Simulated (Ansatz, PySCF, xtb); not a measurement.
Stepwise substitution at one centre (Si H-Cl). All species are isolated molecules in the gas phase. Strings in code marks are SMILES.

Quantity: redistribution energy (mixed species minus the weighted end members), in eV.

Level 1: PBE-D3(BJ)/def2-TZVP // r2SCAN-D4/def2-TZVP (PySCF)
Level 2: BP86/6-31G* // r2SCAN-D4/def2-TZVP (PySCF)
Level 3: HF/cc-pVQZ // r2SCAN-D4/def2-TZVP (Ansatz, an electronic-structure program)
Level 4: GFN2-xTB (xtb)

```csv
species,level 1,level 2,level 3,level 4
3 of 4 H replaced by Cl: `Cl[SiH](Cl)Cl`,-0.041,-0.060,-0.111,-0.339
2 of 4 H replaced by Cl: `Cl[SiH2]Cl`,0.003,(withheld),-0.112,(withheld)
1 of 4 H replaced by Cl: `[SiH3]Cl`,0.047,0.025,(withheld),-0.305
```

Some entries are withheld; supply them.


- 2 of 4 H replaced by Cl: `Cl[SiH2]Cl`, level 2: -0.024
- 2 of 4 H replaced by Cl: `Cl[SiH2]Cl`, level 4: -0.428
- 1 of 4 H replaced by Cl: `[SiH3]Cl`, level 3: -0.056
